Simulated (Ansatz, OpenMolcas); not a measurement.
# BH2Cl− (SMILES [BH2-]Cl): the energy, rung by rung

BH2Cl−: 4 atoms, total charge -1, spin state doublet. SMILES: `[BH2-]Cl`. The coordinates come from a GFN2-xTB relaxation.

```xyz
4

B    -0.0727   -0.1943   -0.3373
Cl    1.3902    0.0624    0.8848
H    -0.9640   -0.7526    0.2646
H    -0.3535    0.8845   -0.8121
```

Quantity: the energy change with the B1–H4 bond stretched from 1.212 to 1.818 Å, in eV. The values are calculated.

```csv
level,kind,program,value (eV),less FCI/STO-3G
USVWN5/STO-3G,LDA,Ansatz,2.37,+0.02
U-revPBE/STO-3G,GGA,Ansatz,2.17,-0.18
U-r2SCAN/STO-3G,meta-GGA,OpenMolcas,2.39,+0.04
UB3LYP/STO-3G,global hybrid,OpenMolcas,2.37,+0.02
U-wB97M-V/STO-3G,range-separated hybrid,Ansatz,2.49,+0.14
"CASSCF(3,3)/STO-3G",multireference,OpenMolcas,2.40,+0.05
UBCCD(T)/STO-3G,coupled cluster or CI,Ansatz,2.35,0.00
UCCSD(T)/STO-3G,coupled cluster or CI,Ansatz,2.35,0.00
FCI/STO-3G,exact in the basis,Ansatz,2.35,0.00
```

FCI/STO-3G is exact within its basis and frozen core, so for wave-function methods in that basis the difference is their error; functionals converge differently with the basis, so for them it is only a difference. Where it was recorded, the anion's HOMO is positive in U-r2SCAN/STO-3G, UB3LYP/STO-3G: a fault of the level (basis or self-interaction), which says nothing on whether the real anion is bound. Sets without diffuse functions describe the anion poorly. The first shape isn't each level's own minimum. The values span 2.17 to 2.49 eV. All rows use very small basis sets, so none should be taken for the real molecule's value.
